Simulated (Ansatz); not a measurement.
A calculation with Ansatz (development build ahead of 0.2.0).

```yaml
crystal:
  periodic: [false, false, false]
  atoms:
    - { symbol: B, position_ang: [0.0, 0.0, -0.22542] }
    - { symbol: H, position_ang: [0.0, 0.0, 1.12712] }
basis:
  gaussian: { orbitals: cc-pVTZ }
hamiltonian:
  xc: hf
```

The input is written out in the form of the current development build from the run's settings.

Output:

```yaml
Converged: yes
Total_energy: -25.12466 hartree
Spin_squared_of_the_determinant: 0.000
```
